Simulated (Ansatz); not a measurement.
Basis-set extrapolation for `C1CSCSC1` (PBE0-D4/def2-TZVP geometry, frozen core, the Gaussian-basis code of Ansatz). Multiplicity 1, RHF reference.

```csv
,def2-TZVPP,def2-QZVPP
HF,-951.260429,-951.290035
MP2 correlation,-1.038660,-1.113585
CCSD(T) correlation,-1.150977,not run
```

Energies in hartree. Use E(X) = E(∞) + A·exp(−7.88·√X) for Hartree–Fock and E(X) = E(∞) + B·X^(−2.97) for correlation, with X = 3 and 4, and add CCSD(T) minus MP2 of the smaller set to the MP2 limit.

Question: What is the CCSD(T) energy at the basis-set limit?

Answer: HF limit: -951.290035 + (-0.029606) × 0.13774 = -951.29411. MP2 limit: -1.113585 + (-0.074925) × 0.74074 = -1.16908. Higher-order term: -1.150977 − (-1.038660) = -0.11232. Total: -952.57551 hartree, 430.9 kJ/mol below CCSD(T)/def2-TZVPP.
